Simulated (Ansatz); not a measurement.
Cost and result for the atomization energy of C$_{3}$H$_{2}$F$_{2}$O (`C=C1OC1(F)F`) (8 atoms, 8 bonds).

```xyz
8

C    -0.116   -1.391    0.497
C     0.007   -0.121    0.203
O     0.225    1.089    0.848
C     0.074    1.087   -0.536
F     1.134    1.457   -1.236
F    -0.990    1.717   -1.005
H    -0.046   -1.732    1.521
H    -0.289   -2.106   -0.294
```

Charge 0, multiplicity 1. The structure was optimised at the PBE0-D4/def2-TZVP level. Program: Ansatz. All runs use 4 threads of an Arm Neoverse V1 on a shared host. Times are those of one run each, without the atoms' runs, and a repeat can differ threefold. Electronic energies, without spin–orbit coupling; frozen cores. CCSD(T)/CBS adds CCSD(T) − MP2 in def2-TZVPP to the MP2 limit, and its time is that of the two runs behind it. T1 = 0.014. B3LYP takes the VWN-RPA correlation (the form of Gaussian; ORCA's B3LYP/G).

CCSD(T)/CBS is a level of theory with its own doubt, some kJ/mol a heavy atom from the limit and from the frozen cores, so smaller differences don't rank the functionals.

```csv
level,functions,wall time,atomization (kJ/mol),difference from CCSD(T)/CBS,per bond
PBE-D4/def2-TZVPP (with forces),214,1.6 s,3645.0,214.8,26.8
PBE0-D4/def2-TZVPP,214,1.9 s,3495.2,65.0,8.1
B3LYP-D4/def2-TZVPP (with forces),214,2.9 s,3431.3,1.1,0.1
r2SCAN-D4/def2-TZVPP (with forces),214,3.5 s,3485.0,54.8,6.8
B2PLYP/def2-TZVPP,214,3.7 s,3407.4,-22.8,-2.9
ωB97X-V/def2-TZVPP,214,5 s,3456.5,26.3,3.3
ωB97M-V/def2-TZVPP (with forces),214,7.5 s,3461.4,31.2,3.9
MP2/def2-QZVPP,402,13 s,3541.9,111.7,14.0
CCSD(T)/def2-TZVPP,214,110 s,3331.5,-98.7,-12.3
CCSD(T)/CBS(def2),–,2.1 min,3430.2,0.0,0.0
```

The D4 term adds +21.2 kJ/mol with B3LYP and +11.0 kJ/mol with PBE0; it sums over pairs of atoms, weighted by their polarisabilities, and B3LYP, whose exchange is more repulsive, gets the larger term. In def2-TZVPP, CCSD(T) changes the Hartree–Fock value by +1043.9 kJ/mol (the triples alone add +86.2 kJ/mol) and MP2 by +1195.9 kJ/mol; breaking electron pairs costs correlation energy, which Hartree–Fock lacks. From PBE to PBE0 (25 % exact exchange), in def2-TZVPP and without D4, the atomization energy moves by −147.5 kJ/mol: exact exchange takes away binding that semilocal exchange gives to molecules.
